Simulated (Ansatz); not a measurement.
B₂H₄O (`BOB`), relaxed with RKS PBE0-D4/def2-TZVP in Ansatz from a PBE-D4/def2-SVP geometry. The force threshold is 0.005 eV/Å; the program also tests the step.

Total charge 0; spin multiplicity 1.

Start:

```xyz
7

B     0.579   -1.068   -0.172
O    -0.540   -0.278   -0.306
B    -0.666    1.023    0.122
H     1.592   -0.608    0.331
H     0.498   -2.213   -0.572
H    -1.717    1.584   -0.118
H     0.255    1.560    0.716
```

| step | energy (eV) | largest force (eV/Å) | largest move (Å) |
| --- | --- | --- | --- |
| 1 | -3462.9445 | 0.403 | 0.000 |
| 2 | -3462.9687 | 0.106 | 0.023 |
| 3 | -3462.9709 | 0.059 | 0.015 |
| 4 | -3462.9710 | 0.056 | 0.004 |
| 5 | -3462.9715 | 0.003 | 0.020 |
| 6 | -3462.9716 | 0.017 | 0.014 |
| 7 | -3462.9716 | 0.001 | 0.002 |

End:

```xyz
7

B     0.567   -1.056   -0.165
O    -0.548   -0.283   -0.311
B    -0.657    1.010    0.114
H     1.540   -0.600    0.369
H     0.520   -2.175   -0.585
H    -1.696    1.569   -0.081
H     0.273    1.536    0.659
```

Run time 12 s (4 threads of an Intel Xeon Platinum 8259CL on a shared host); peak host memory 0.19 GiB.
